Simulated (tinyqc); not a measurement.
Inside a calculation. Method: G0W0 on RHF in the sto-3g basis, for HF, spin multiplicity 1. One step of it, computed by the program tinyqc.

Problem. G0W0 on Hartree-Fock: HOMO. W(p,q,m) = sqrt2 sum_ia (pq|ia) (X+Y)_ia,m; Sigma_c(x) = sum_(i,m) W^2/(x - e_i + w_m) + sum_(a,m) W^2/(x - e_a - w_m); solve x = e_p + Sigma_c(x) by Newton steps; Z = 1/(1 - dSigma/dx); 1 hartree = 27.211386 eV.

orbital energies (hartree): MO1 -25.901461, MO2 -1.466277, MO3 -0.580420, MO4 -0.463679, MO5 -0.463679, MO6 0.612474

Two-electron integrals over orbitals (pq|rs), unique and non-zero (hartree):
```
(11|11) 5.362370    (21|11) -0.504012   (21|21) 0.074974    (22|11) 1.199067
(22|21) -0.019612   (22|22) 0.857027    (31|11) 0.162490    (31|21) -0.022124
(31|22) 0.013550    (31|31) 0.023360    (32|11) -0.144531   (32|21) 0.008759
(32|22) -0.017834   (32|31) 0.020966    (32|32) 0.157409    (33|11) 1.006733
(33|21) -0.011228   (33|22) 0.755518    (33|31) -0.005634   (33|32) -0.050151
(33|33) 0.770111    (41|41) 0.029607    (42|41) 0.039014    (42|42) 0.180468
(43|41) -0.011593   (43|42) -0.043180   (43|43) 0.048528    (44|11) 1.264005
(44|21) -0.014407   (44|22) 0.877877    (44|31) 0.004718    (44|32) -0.077337
(44|33) 0.756802    (44|44) 0.997514    (51|51) 0.029607    (52|51) 0.039014
(52|52) 0.180468    (53|51) -0.011593   (53|52) -0.043180   (53|53) 0.048528
(54|54) 0.053770    (55|11) 1.264005    (55|21) -0.014407   (55|22) 0.877877
(55|31) 0.004718    (55|32) -0.077337   (55|33) 0.756802    (55|44) 0.889973
(55|55) 0.997514    (61|11) 0.168737    (61|21) -0.027371   (61|22) 0.000081
(61|31) -0.008338   (61|32) -0.025115   (61|33) 0.012740    (61|44) 0.004612
(61|55) 0.004612    (61|61) 0.026032    (62|11) -0.246912   (62|21) 0.005372
(62|22) -0.130010   (62|31) -0.020252   (62|32) -0.044873   (62|33) -0.038862
(62|44) -0.128469   (62|55) -0.128469   (62|61) 0.015558    (62|62) 0.097386
(63|11) -0.354332   (63|21) 0.006227    (63|22) -0.163491   (63|31) 0.002270
(63|32) 0.094276    (63|33) -0.124776   (63|44) -0.194720   (63|55) -0.194720
(63|61) -0.006453   (63|62) 0.057294    (63|63) 0.174770    (64|41) -0.010827
(64|42) -0.042695   (64|43) -0.014266   (64|64) 0.031618    (65|51) -0.010827
(65|52) -0.042695   (65|53) -0.014266   (65|65) 0.031618    (66|11) 0.888142
(66|21) -0.008945   (66|22) 0.683376    (66|31) 0.016102    (66|32) 0.071511
(66|33) 0.669411    (66|44) 0.651894    (66|55) 0.651894    (66|61) -0.009767
(66|62) -0.067187   (66|63) -0.014124   (66|66) 0.714364
```

excitation energies w (hartree): 1.137632  1.137632  1.487362  2.274932  26.565954

X + Y:
```
             1         2          3          4          5
1>6   0.000000  0.000000   0.001205  -0.002148   0.999020
2>6   0.000000  0.000000  -0.145123   0.948680   0.000184
3>6   0.000000  0.000000   0.888782   0.088891  -0.000044
4>6  -0.075886  0.969639   0.000000   0.000000   0.000000
5>6   0.969639  0.075886   0.000000   0.000000   0.000000
```

Give: The 12 largest terms at x = e_p; Newton steps; quasiparticle energy of the HOMO; Hartree-Fock value.

Solution.

The 12 largest terms at x = e_p (hartree; W for the signs of X + Y given):

| q | m | W | term |
|---|---|---|---|
| 5 | 3 | -0.218 | 0.032 |
| 5 | 4 | -0.197 | 0.017 |
| 2 | 1 | -0.059 | 1.60e-03 |
| 6 | 1 | 0.043 | -8.49e-04 |
| 3 | 1 | -0.020 | 3.05e-04 |
| 2 | 2 | -4.58e-03 | 9.81e-06 |
| 1 | 1 | -0.015 | 8.30e-06 |
| 6 | 2 | 3.39e-03 | -5.20e-06 |
| 3 | 2 | -1.53e-03 | 1.87e-06 |
| 5 | 5 | 0.006 | 1.59e-06 |
| 1 | 2 | -1.16e-03 | 5.08e-08 |

Newton steps (hartree):

| step | x | Sigma_c(x) | Z |
|---|---|---|---|
| 0 | -0.464 | 0.050 | 0.970 |
| 1 | -0.415 | 0.049 | 0.972 |
| 2 | -0.415 | 0.049 | 0.972 |

quasiparticle energy of the HOMO = -11.291 eV

Hartree-Fock value = -12.617 eV
